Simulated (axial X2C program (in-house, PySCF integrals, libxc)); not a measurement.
## What spin–orbit coupling does to MgF

Computed with an in-house relativistic program for diatomic molecules. Spin-free means the one-electron spin-free X2C Hamiltonian; two-component (2c) means X2C with spin–orbit coupling and atomic mean-field two-electron Coulomb and Gaunt terms, so the difference of the two also holds small scalar two-electron terms. Basis: Mg dyall-cv3z [9s8p6d3f], F dyall-av3z [7s6p3d2f] (cores contracted in-house); Gaussian nuclei, density fitting, unrestricted open shells. Masses: Mg 23.985 u, F 18.998 u.

Spin-free state: M_S = 1/2, Λ = 0 (beyond evenly filled blocks: σα); fragments Mg + F.

```json
{"level": "PBE0", "Re (Å)": "1.755", "ωe (cm⁻¹)": "710.0", "De (eV)": "4.526", "μ (D)": "-3.18"}
{"level": "HF", "Re (Å)": "1.737", "ωe (cm⁻¹)": "749.1", "De (eV)": "3.467", "μ (D)": "-3.06"}
{"level": "MP2", "Re (Å)": "1.769", "ωe (cm⁻¹)": "699.8", "De (eV)": "5.079", "μ (D)": "n/a"}
{"level": "BHandHLYP", "Re (Å)": "1.743", "ωe (cm⁻¹)": "731.9", "De (eV)": "4.213", "μ (D)": "-3.30"}
```

Correlated methods: 9 electrons correlated (number of frozen shells: Mg 2 s, 1 p; F 1 s), 241 virtual spin orbitals or spinors in MP2.

Dipoles are positive if F is the positive end.

Two-component determinant lowest at the distance of the search:

Ω = 1/2 (⟨Sz⟩ = 0.50, ⟨Lz⟩ = 0.00 at HF); fragments Mg + F.

| level | Re (Å) | ωe (cm⁻¹) | De (eV) | μ (D) |
| --- | --- | --- | --- | --- |
| PBE0 | 1.755 | 709.9 | 4.524 | -3.18 |
| HF | 1.738 | 748.9 | 3.455 | -3.06 |
| MP2 | 1.769 | 699.7 | 5.069 | n/a |
| BHandHLYP | 1.743 | 731.7 | 4.211 | -3.30 |

(1) From the two tables, how do the constants change at the MP2 level (2c against spin-free)?

The state is one determinant whose occupation by symmetry is held fixed; it was picked as the lowest of a PBE0 search that is not exhaustive. Dissociation energies refer to the lowest single-determinant-based atoms at the same level and basis. Density functionals use the spin component along the axis (collinear). A 2c atom that is not at its ground J level misses part of its spin–orbit lowering, and De is too large by that part (0.04 eV or less for light atoms). This holds for PBE0, BHandHLYP. The functionals have no current-density term, which raises determinants with orbital currents, atoms included.

## Answers

(1) At the MP2 level Re is unchanged within 0.001 Å and ωe doesn't move by more than 0.2 cm⁻¹; De changes by -0.010 eV.
